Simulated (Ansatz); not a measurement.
# CH3LiO, SMILES [Li][O]C: a nudged elastic band for an internal rotation

Program: Ansatz 0.2.0, Python API.

The cells in order, each with its output:

In [1]:
```python
import ansatz as az
import numpy as np

GEOMETRY = """
Li   -1.68530   -0.27310   -1.20670
O    -0.39360   -1.00090   -0.19060
C     0.33580    0.08380    0.24400
H     1.27770   -0.27700    0.88400
H     0.78040    0.62560   -0.63150
H    -0.27300    0.77760    0.85460
"""
```

In [2]:
```python
molecule = az.Crystal.molecule()
for line in GEOMETRY.strip().splitlines():
    symbol, *xyz = line.split()
    molecule = molecule.atom(symbol, [float(v) for v in xyz])
```

In [3]:
```python
setup = molecule.calculation().basis(gaussian="6-31G*").functional("pbe")
symbols = [site.symbol for site in molecule.cartesian_sites]
start = np.array([site.position_ang for site in molecule.cartesian_sites], dtype=float)
report = setup.relax(force_tolerance=0.005).run(threads=1, pin="off").report
end = np.array(report["positions_ang"])

# a third of a turn moves each of the three like atoms to the place of the next
first, second, third = [3, 4, 5]
turned = end.copy()
turned[[first, second, third]] = end[[second, third, first]]
listed = lambda xyz: [{"symbol": s, "position_ang": p.tolist()} for s, p in zip(symbols, xyz)]
deck = setup.input().to_dict()
deck["crystal"]["atoms"] = listed(end)
deck["neb"] = {"final_atoms": listed(turned), "images": 4, "initial_path": "idpp", "f_tol": 0.03, "max_iterations": 40}
rounds = []
band = az.Session.from_dict(deck).plan().execute(on_event=lambda e: rounds.append(e["data"]) if e["event"] == "neb_iteration" else None)
for each in rounds:
    print(f"round {each['iteration']:2d}  largest band force {each['band_force_max_ev_ang']:.4f} eV/A")
images = rounds[-1]["images"]
for image in images:
    print(f"s = {image['path_coordinate_ang']:6.3f} A   {23.060548 * (image['lagrangian_ev'] - images[0]['lagrangian_ev']):8.3f} kcal/mol")
```
```text
round  1  largest band force 0.8405 eV/A
round  2  largest band force 0.1626 eV/A
round  3  largest band force 0.0357 eV/A
round  4  largest band force 0.0292 eV/A
s =  0.000 A      0.000 kcal/mol
s =  0.743 A      0.003 kcal/mol
s =  1.487 A      0.006 kcal/mol
s =  2.230 A      0.006 kcal/mol
s =  2.974 A      0.003 kcal/mol
s =  3.717 A      0.000 kcal/mol
```

Reading the output:
- The settings weren't tested for convergence.
- The energies are electronic: no zero-point or thermal terms, and the basis set is short of its limit.
- Wall time of the script: 57 s on 1 thread of Arm Neoverse V1, on a shared host, peak memory 0.2 GiB.
